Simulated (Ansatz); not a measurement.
PBE exchange is replaced step by step with exact exchange (0 % is PBE, 25 % PBE0; no dispersion term), basis def2-TZVPD, Ansatz. System: Mg3⁻ (the lowest doublet isomer of a short search). Total charge -1; doublet. Geometry: r2SCAN/def2-TZVPD, each spin state at its own.

The relaxed quartet has other bonds than the doublet, so its gap is one between isomers.

Geometry of the doublet:

```xyz
3

Mg    1.501    0.832    0.340
Mg   -0.840    0.290   -1.507
Mg   -0.661   -1.123    1.167
```

At PBE/def2-TZVPD, PBE with 5 % exact exchange/def2-TZVPD, PBE with 10 % exact exchange/def2-TZVPD, PBE with 15 % exact exchange/def2-TZVPD and others the highest occupied level of the charge -1 doublet lies above zero (up to 0.82 eV). By energy differences its removal costs 0.88 eV (vertical, to the charge 0 singlet, at PBE/def2-TZVPD); a positive level beside a positive removal energy at the same level points to self-interaction error. At PBE/def2-TZVPD, PBE with 5 % exact exchange/def2-TZVPD, PBE with 10 % exact exchange/def2-TZVPD, PBE with 15 % exact exchange/def2-TZVPD and others the highest occupied level of the charge -1 quartet lies above zero (up to 0.76 eV). It is a level of α spin, whose loss leaves a triplet; that state wasn't run at this geometry and level. The electron is either unbound and held by the finite basis, or the level is raised by self-interaction error. The structure comes from a short search, and lower isomers may exist.

HOMO and LUMO are taken over both spins.

| exact exchange (%) | HOMO (eV) | LUMO (eV) | gap (eV) | ⟨S²⟩ | quartet − doublet (kJ/mol) |
| --- | --- | --- | --- | --- | --- |
| 0 | 0.82 | 1.27 | 0.45 | 0.758 | 112.6 |
| 5 | 0.72 | 1.36 | 0.64 | 0.758 | 111.7 |
| 10 | 0.61 | 1.45 | 0.83 | 0.758 | 110.6 |
| 15 | 0.51 | 1.54 | 1.03 | 0.759 | 109.5 |
| 25 | 0.30 | 1.71 | 1.42 | 0.759 | 107.1 |
| 35 | 0.09 | 1.89 | 1.81 | 0.760 | 104.3 |

Question: Fit a straight line to the column «quartet − doublet (kJ/mol)» against the share of exact exchange and predict its value at 50 %.

Answer: With x = exact exchange (%) and y = quartet − doublet (kJ/mol): mean x = 15, mean y = 109.3; Σ(x − x̄)(y − ȳ) = -202, Σ(x − x̄)² = 850; slope b = -0.2376, intercept a = ȳ − b·x̄ = 112.9. The residuals of the fitted rows reach 0.3. At x = 50 the line gives 112.9 + (-0.2376 × 50) = 101.0; the run gave 99.5, 1.5 less than the line.
